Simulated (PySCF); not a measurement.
## Electron affinity of B by level of theory

B⁻ [He] 2s2 2p2 (3P) → B [He] 2s2 2p1 (2P), as a difference of total energies. All numbers are calculated (PySCF 2.14, no relativity, point nucleus, in def2-TZVPPD). Correlated levels: valence: 1s2 frozen. The calculations carry no spin-orbit coupling.

```json
{"method": "UHF", "electron affinity (eV)": "-0.452"}
{"method": "MP2 (valence)", "electron affinity (eV)": "0.000"}
{"method": "SCS-MP2 (valence)", "electron affinity (eV)": "-0.122"}
{"method": "CCSD (valence)", "electron affinity (eV)": "-0.049"}
{"method": "CCSD(T) (valence)", "electron affinity (eV)": "-0.004"}
{"method": "CCSDT (valence)", "electron affinity (eV)": "0.006"}
```

Errors of the correlated levels include the incompleteness of this basis and the frozen core.

A negative affinity means that the anion lies above the atom at that level of theory.

For comparison: 0.280 eV (measured; photodetachment measurements, as compiled on the Wikipedia data page of electron affinities).
